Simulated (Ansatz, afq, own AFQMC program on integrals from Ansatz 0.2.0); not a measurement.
AFQMC on a folder of integrals that Ansatz 0.2.0 wrote.

```yaml
crystal:
  periodic: [false, false, false]
  atoms:
    - {symbol: B, position_ang: [0.000000, -0.701873, -0.192062]}
    - {symbol: O, position_ang: [0.000000, 0.456555, 1.660576]}
    - {symbol: F, position_ang: [0.000000, 0.014913, -1.289152]}
basis:
  gaussian: {orbitals: cc-pVDZ}
magnetization: {spin_polarized: true, initial_magnetization: 2}
correlation: {method: ccsd_t, electrons: outside_noble_gas, hamiltonian_folder: ham}
```

```sh
$ ansatz run in.yaml --threads 1 --pin off --events-out ev --progress --plain --max-ram 1382MiB
```

Options of the walk:

```
--method phaseless --trial hf --walkers 120 --populations 1 --least-time 40 --time-step 0.005 --steps-per-block 20 --equilibration-blocks 160 --max-blocks 600 --target-error 0.00288 --factor-cut 1e-05 --start spin_pure --seed 6453 --taylor-order 6
```

Times are imaginary, in 1/Eh. The walk had a cap of 2050 s.

afq prints:

```
orbitals 39  electrons 9 7  factors 277 of 388
reference energy -198.89476537 Eh
CCSD correlation -0.39289415 Eh in 18 cycles, weight of the determinant in the CISD state 0.8447
energy of the start -198.898069 Eh
 block  time / (1/Eh)  mean weight  energy / Eh
     1     0.100  1.0064  -199.041010
     2     0.200  1.0047  -199.112996
     3     0.300  1.0043  -199.165919
     4     0.400  1.0062  -199.179843
     5     0.500  1.0040  -199.215876
     7     0.700  1.0021  -199.238858
     9     0.900  1.0008  -199.257775
    15     1.500  0.9980  -199.316364
    43     4.300  1.0022  -199.325600
    71     7.100  1.0002  -199.255016
    99     9.900  1.0039  -199.337377
   127    12.700  1.0000  -199.292067
   155    15.500  0.9988  -199.284431
   183    18.300  1.0024  -199.316130
   211    21.100  1.0022  -199.292597
   225    22.500  1.0001  -199.360477
   239    23.900  0.9976  -199.248491
   267    26.700  0.9987  -199.304153
   295    29.500  1.0002  -199.269144
   323    32.300  1.0006  -199.264282
   351    35.100  1.0037  -199.291543
   379    37.900  1.0032  -199.286953
   407    40.700  1.0044  -199.292372
   435    43.500  1.0006  -199.291522
   463    46.300  1.0032  -199.273735
   491    49.100  0.9981  -199.313881
   519    51.900  1.0001  -199.270319
   547    54.700  0.9970  -199.275590
   561    56.100  0.9984  -199.311431
blocks merged  error / Eh  count
     1  0.001423  410
     2  0.001803  205
     4  0.002233  102
     8  0.002549  51
    16  0.002467  25
    32  0.002403  12
energy -199.297386 +/- 0.002549 Eh
(rows thinned)
```

The run passed its tests (sampling time, drift between the halves within three errors, error under three times the target), which doesn't prove that it has relaxed.

Against this walk (error 69.3 meV) on the same determinant: CCSD(T) 22.3 meV higher (within the noise), a separate phaseless walk with a CISD trial and standard settings 14.3 ± 73.9 meV lower (within the noise). The error is statistical and leaves out the bias of the constraint. The determinant has ⟨S²⟩ = 2.20, so the low cluster orders mix in higher spin (the high orders can go on to a lower state of that spin), while the walk starts as a pure triplet. None of these is a sure reference here.

Cautions: constraint bias not in the error; lower spins were not checked; unrestricted determinant spin contaminated (⟨S²⟩ 2.20 against 2.00).

The walk took 4 min on 1 thread of Intel(R) Xeon(R) Platinum 8488C (Sapphire Rapids) (shared host). The log's last line is the phaseless energy.

A walk keeps the symmetry of its determinant, which the program's search chose and which needn't be the lowest solution, so a lower state of the same spin and another symmetry isn't excluded.
